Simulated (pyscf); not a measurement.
H₃Si–NH–SiH₃ + H• → •H₂Si–NH–SiH₃ + H₂ (hydrogen abstraction; doublet surface; H–Si broken, H–H formed). Structures and frequencies: ωB97X-D3(BJ)/def2-SVP in PySCF. Rate constants from transition-state theory, ωB97M-D3(BJ)/def2-TZVP energies (ideal gas, 1 atm, RRHO with modes under 100 cm⁻¹ raised to 100, one conformer, R ln 2 for rigid chiral ones; no tunnelling), k in cm³ molecule⁻¹ s⁻¹.

| T (K) | 1000/T | log10 k |
|---|---|---|
| 298 | 3.354 | -13.27 |
| 600 | 1.667 | -11.71 |
| 900 | 1.111 | -11.05 |
| 1200 | 0.833 | ? |

### Question
Fit an Arrhenius line to the three values, give the activation energy, and predict k at 1200 K.

### Answer
Least squares gives log10 k = -10.02 − 0.97 × 1000/T, so Ea = 0.97 × ln 10 × 1.987 = 4.4 kcal/mol, against an electronic barrier of 4.3. At 1200 K the line gives -10.83; the computed value is -10.65 (ΔG‡ = 28.9 kcal/mol), a factor 1.5 over the line, since the plot is curved. One saddle was located; it need not be the lowest between these sides. The angle at the transferred H is 178°.
